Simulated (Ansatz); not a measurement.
## Two structures, one formula

Two relaxed structures of AlBSiH2, closed shell (PBE0-D4/def2-TZVP; forces vanish, vibrations not checked).

A:

B1  (0.321, 0.108, 0.901)
Si2  (-0.410, -0.217, -0.924)
Al3  (-0.916, -1.490, 0.825)
H4  (-0.059, 0.652, -2.100)
H5  (1.050, 0.876, 1.444)
(Å)

B:

```json
{"atom": "B1", "x (Å)": "-0.7060", "y (Å)": "-1.1154", "z (Å)": "0.5426"}
{"atom": "Si2", "x (Å)": "0.4257", "y (Å)": "0.1579", "z (Å)": "1.1544"}
{"atom": "Al3", "x (Å)": "-0.4132", "y (Å)": "-0.1458", "z (Å)": "-1.1417"}
{"atom": "H4", "x (Å)": "-0.4181", "y (Å)": "0.3676", "z (Å)": "-2.6379"}
{"atom": "H5", "x (Å)": "1.2550", "y (Å)": "0.9000", "z (Å)": "2.1519"}
```

Program: Ansatz 0.2.0. Basis: def2-TZVPP. Cores are frozen in the correlated methods. B3LYP uses VWN-RPA correlation.

(1) Which structure is lower at CCSD(T), and by how much? (Judge from chemistry; the value comes from the calculation.)

T1 diagnostic: at most 0.026. The T1 diagnostic is large here, which may signal multireference character or strong orbital relaxation, so CCSD(T) is less sure. The restricted Hartree–Fock reference is unstable towards an unrestricted one at one or more of these structures.

Results:

(1) Computed: A, by 42.3 kJ/mol (electronic energy, against the other). By their contacts, A is AlBSiH₂ ([BH]1[Al][SiH]1) and B is AlBSiH₂ ([B]1[AlH][SiH]1).

All methods give the same order:

| method | E(B) − E(A) (kJ/mol) |
| --- | --- |
| PBE-D4 | 53.5 |
| r2SCAN-D4 | 44.9 |
| PBE0-D4 | 48.6 |
| B3LYP-D4 | 49.5 |
| wB97M-V | 45.6 |
| HF | 21.9 |
| MP2 | 45.0 |
| CCSD | 38.5 |
| CCSD(T) | 42.3 |

Labels in which every atom is bracketed show which atoms are joined, not bond orders.

For scale, one of the runs: CCSD(T)/def2-TZVPP, 143 basis functions, launched by `ansatz run in.yaml --threads 2 --pin off --events-out ev --progress --plain --max-ram 4352MiB`. Hardware: 2 CPU threads of an Arm Neoverse V1, shared host. Wall time about 7.5 s.
